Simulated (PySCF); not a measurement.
System (SMILES): P (PH3).
Geometry (B3LYP-D3(BJ)/def2-TZVP, fixed):
```xyz
4

P      0.0029     0.0016     0.1282
H     -0.0038     1.1839    -0.6561
H      1.0120    -0.6137    -0.6568
H     -1.0521    -0.5944    -0.6098
```

Basis-set convergence of the mean static polarisability at HF with PySCF. All functions are spherical. Density fitting with generated auxiliary sets. No added dispersion term, no relativity. Reference: the value in aug-pcseg-3, 29.78 bohr³, itself unsure by roughly 0.2 % (its mean distance from aug-cc-pV(Q+d)Z, aug-pcseg-2, aug-cc-pV(T+d)Z). Deviations are taken from unrounded values. Cost is core time over that of def2-QZVPP, rough, on shared machines of one kind; a dash marks a row that isn't timed (too short, read off another run, short of memory, by another algorithm or on other hardware).

```tsv
basis	functions	mean static polarisability (bohr³)	minus reference (%)	cost
pcseg-1	33	23.09	-22.5	-
6-311G**	44	23.25	-21.9	-
def2-SVPD	48	28.56	-4.1	-
Sadlej pVTZ	59	29.88	0.3	-
def2-TZVPD	70	29.48	-1.0	-
pcseg-2	76	24.80	-16.7	-
def2-TZVPPD	99	29.53	-0.8	0.4×
6-311++G(3df,3pd)	101	28.79	-3.3	-
aug-cc-pV(T+d)Z	124	29.75	-0.1	0.6×
def2-QZVPP	160	28.11	-5.6	1×
pcseg-3	163	28.29	-5.0	1×
aug-pcseg-3	236	29.78	0.0	6×
cc-pV(5+d)Z	265	28.48	-4.3	10×
```

The smallest set listed that lies within 2 % of the reference with all its larger relatives (same family, alike in diffuse functions; a set with none counts only in the reference's own line) is def2-TZVPD (70 functions, -1.0 % off). Inside, with no larger relative to test it: Sadlej pVTZ. (Relatives not listed, tested too: def2-QZVPPD -0.2, aug-cc-pV(Q+d)Z 0.0 %.)
